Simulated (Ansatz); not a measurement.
**Scan of the O1–H4 bond length**

CH₃FO (SMILES OCF), singlet, at its PBE0-D4/def2-TZVP minimum:

O1  (-0.794, -0.697, -0.247)
C2  (0.250, 0.049, 0.231)
F3  (-0.094, 1.383, 0.324)
H4  (-0.929, -0.495, -1.178)
H5  (1.137, 0.005, -0.413)
H6  (0.472, -0.309, 1.237)
(Å)

The bond length O1–H4 (0.962 Å at the minimum) is set to the values below, with the rest relaxed at PBE0-D4/def2-TZVP at each step. Each method's energies count from its own value at the PBE0-D4 minimum structure. Program: Ansatz 0.2.0. Basis: def2-TZVPP. Cores are frozen in the correlated methods. B3LYP uses VWN-RPA correlation.

CCSD(T) energies along the scan:
| bond length (Å) | CCSD(T) (eV) |
| --- | --- |
| 0.846 | 0.449 |
| 0.880 | 0.204 |
| 0.929 | 0.028 |
| 0.986 | 0.015 |
| 1.049 | 0.163 |
| 1.118 | 0.447 |
| 1.190 | 0.819 |
| 1.267 | 1.257 |
| 1.346 | 1.715 |
They count from the CCSD(T) energy at the PBE0-D4 minimum.

Minimum and curvature along this coordinate at CCSD(T): A fifth-order fit through the nearest points gives 0.961 Å, with a curvature of about 51 eV/Å².

Largest difference from the CCSD(T) curve over the scan: PBE-D4 0.186; r2SCAN-D4 0.037; B3LYP-D4 0.027; MP2 0.045 eV. Each curve counts from its own value at the minimum.

T1 diagnostic: at most 0.013.

For scale, one of the runs: CCSD(T)/def2-TZVPP, 135 basis functions (an equivalent command: `ansatz run in.yaml --threads 2`). The run took 22 s on 2 CPU threads (shared host), with 0.79 GiB of host memory at its peak.
